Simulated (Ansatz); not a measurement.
Basis-set extrapolation for C₃H₅FO₂ (`COC1(F)CO1`) (PBE0-D4/def2-TZVP geometry, frozen core, the Gaussian-basis code of Ansatz). Multiplicity 1, RHF reference.

```json
{"": "HF", "def2-TZVPP": "-365.778991", "def2-QZVPP": "-365.795453"}
{"": "MP2 correlation", "def2-TZVPP": "-1.210253", "def2-QZVPP": "-1.304032"}
{"": "CCSD(T) correlation", "def2-TZVPP": "-1.281660", "def2-QZVPP": "not run"}
```

Energies in hartree. Use E(X) = E(∞) + A·exp(−7.88·√X) for Hartree–Fock and E(X) = E(∞) + B·X^(−2.97) for correlation, with X = 3 and 4, and add CCSD(T) minus MP2 of the smaller set to the MP2 limit.

Question: What is the CCSD(T) energy at the basis-set limit?

Answer: HF limit: -365.795453 + (-0.016462) × 0.13774 = -365.79772. MP2 limit: -1.304032 + (-0.093779) × 0.74074 = -1.37350. Higher-order term: -1.281660 − (-1.210253) = -0.07141. Total: -367.24263 hartree, 4.95 eV below CCSD(T)/def2-TZVPP.
